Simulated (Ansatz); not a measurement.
A made-up structure of AlBH$_{3}$S, doublet:

B1  (-0.877, -0.372, -1.273)
Al2  (0.287, 0.033, 0.328)
S3  (0.907, 1.170, 2.083)
H4  (1.135, -0.891, 1.187)
H5  (-0.506, -0.004, -2.349)
H6  (1.940, 0.354, 2.360)
(Å)

It is relaxed with PBE-D4/def2-SVP and then PBE0-D4/def2-TZVP (Ansatz 0.2.0). Atoms count as bonded within 1.22 times the sum of their covalent radii (H–H: 0.88 Å). The end point is not checked to be a true minimum.

Does its bonding change? (A judgement: the text doesn't fix the answer.)

Computed: No: no bond forms or breaks.

Where it ends: The first stage lowers the energy by 1.56 eV in 10 steps. It ends as AlBH₃S ([BH][AlH][SH]):
B1  (-0.412, -0.039, -1.251)
Al2  (0.623, -0.297, 0.485)
S3  (0.884, 1.460, 1.771)
H4  (1.220, -1.699, 0.908)
H5  (-1.006, 0.092, -2.270)
H6  (1.577, 0.771, 2.693)
(Å)

Labels in which every atom is bracketed show which atoms are joined, not bond orders.

For scale, one of the runs: PBE0-D4/def2-TZVP relaxation, 123 basis functions, launched by `ansatz run in.yaml --threads 2 --pin off --events-out ev --progress --plain --max-ram 4352MiB`. Hardware: 2 CPU threads of an Arm Neoverse V2, shared host. Wall time about 28 s.
